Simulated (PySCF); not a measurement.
C3H4, SMILES `CC#C`, neutral singlet in the gas phase. 

Cartesian coordinates (Å):
```xyz
7

C      1.6931     0.1547     0.0153
C      0.4981     0.0455     0.0045
C     -0.9455    -0.0864    -0.0086
H      2.7527     0.2516     0.0249
H     -1.3715     0.2062     0.9540
H     -1.3870     0.5476    -0.7810
H     -1.2399    -1.1192    -0.2092
```
Charge 0, spin multiplicity 1.

All levels are single points at this geometry (PBE0-D3(BJ)/def2-TZVPD); Pople sets use spherical d functions. Orbital energies aren't observables, and empty levels follow the basis.

B3LYP/6-311+G** in PySCF gives HOMO (eV) = -7.51.

Q: Estimate the HOMO (eV) from each of these levels: TPSSh-D3(BJ)/def2-TZVPD in PySCF; B3LYP/6-31G* in PySCF; BP86/6-31G* in PySCF; SVWN5/6-31G* in PySCF; HF/STO-3G in PySCF.

A: 
```tsv
level	HOMO (eV)
TPSSh-D3(BJ)/def2-TZVPD in PySCF	-7.02
B3LYP/6-31G* in PySCF	-7.07
BP86/6-31G* in PySCF	-6.16
SVWN5/6-31G* in PySCF	-6.17
HF/STO-3G in PySCF	-8.83
```
